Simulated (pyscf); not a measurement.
H₃C–CH₂–Mg–OH (SMILES C[CH2][Mg][OH]) + H₃C–CH₃ (SMILES CC) → H₃C–CH₂–Mg–CH₂–CH₃ (SMILES C[CH2][Mg][CH2]C) + H₂O (SMILES O) (four-centre exchange; singlet surface; Mg–O, C–H broken, C–Mg, H–O formed). Optimised with ωB97X-D3(BJ)/def2-SVP in PySCF. Energies in kJ/mol from the separated reactants.

```csv
level,barrier,reaction energy
ωB97X-D3(BJ)/def2-TZVP,121.1,+164.5
r²SCAN/def2-TZVP,?,+170.7
B3LYP-D3(BJ)/def2-TZVP,126.7,+167.2
M06-2X/def2-TZVP,121.2,+162.6
ωB97M-D3(BJ)/def2-TZVP,127.8,+165.5
HF/def2-TZVP,?,?
```

Problem. Complete the blanks.

Solution. 
- r²SCAN/def2-TZVP, barrier: 116.7
- HF/def2-TZVP, barrier: 195.0
- HF/def2-TZVP, reaction energy: +182.6

On the reactant side the descent ends in a complex (not fully relaxed), 24.5 kJ/mol under the separated species and 145.5 kJ/mol under the saddle at ωB97X-D3(BJ)/def2-TZVP. On the product side the descent ends in an adduct with a Mg–O contact (not fully relaxed), 72.4 kJ/mol under the separated species and 29.0 kJ/mol under the saddle at ωB97X-D3(BJ)/def2-TZVP. At ωB97X-D3(BJ)/def2-TZVP, r²SCAN, B3LYP-D3(BJ), M06-2X, ωB97M-D3(BJ) the saddle lies under the separated products, which points to a path from their complex (located at ωB97X-D3(BJ) alone), and parting the products costs more than the saddle. What is counted as broken (Mg–O) persists as a longer contact in the product adduct; parting that adduct is a step of its own. At the saddle there is also a short H–Mg contact that neither side keeps. One saddle was located; it need not be the lowest between these sides.
